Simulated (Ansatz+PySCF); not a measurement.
The numbers below are computed, except where a source is named.
## Several solutions for triplet LiNH2 in separate pieces

```yaml
atoms:
  - { symbol: N, position_ang: [0.0000, 0.0000, -0.4711] }
  - { symbol: H, position_ang: [0.0000, 0.0000, 3.2974] }
  - { symbol: Li, position_ang: [30.0000, 0.0000, -1.4381] }
  - { symbol: H, position_ang: [30.0000, 0.0000, 4.3142] }
```

Basis set: 6-31G (spherical functions). Charge 0, multiplicity 3.

CASSCF(2,2) was run from several starts with Ansatz (development build ahead of 0.2.0) and PySCF 2.14.0. The starts are those of the Hartree–Fock orbitals from which the active space was taken at the frontier.

```csv
run,program,start,converged,energy (hartree),<S²>
A,Ansatz,search for the lowest state,yes,-62.54467,2.00
B,PySCF,program defaults,no,–,–
C,Ansatz,stability test followed,yes,-62.49488,2.00
D,Ansatz,"atomic start, no search",yes,-62.49488,2.00
```

Question: Which runs reached the lowest solution of this kind, and what is wrong with the others?

Answer: A reached the lowest solution found. Converged but too high: C by 1.36 eV, D by 1.36 eV. Convergence only shows a stationary point; in CASSCF the end hangs on which orbitals enter the active space. Not converged: B. Caution: other starts end on other solutions of this active space.
